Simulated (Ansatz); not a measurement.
bcc Ba, treated with PBE in Ansatz (plane waves, PAW).

Settings: plane-wave cutoff 520 eV, 12×12×12 k mesh, Fermi–Dirac smearing 0.1 eV, perturbation theory, scalar-relativistic PAW data made under PBE.

Computed at the level's own relaxed cell.

```
CELL_PARAMETERS angstrom
     -2.51000     2.51000     2.51000
      2.51000    -2.51000     2.51000
      2.51000     2.51000    -2.51000
ATOMIC_POSITIONS crystal
  Ba 0.00000 0.00000 0.00000
```

Harmonic phonon frequencies (cm⁻¹; i marks an imaginary mode):

```tsv
q point	frequencies
H	73 73 73
N	23 51 73
P	55 55 55
```

No imaginary mode appears at these points.

Ansatz is a quantum-chemistry and plane-wave program.
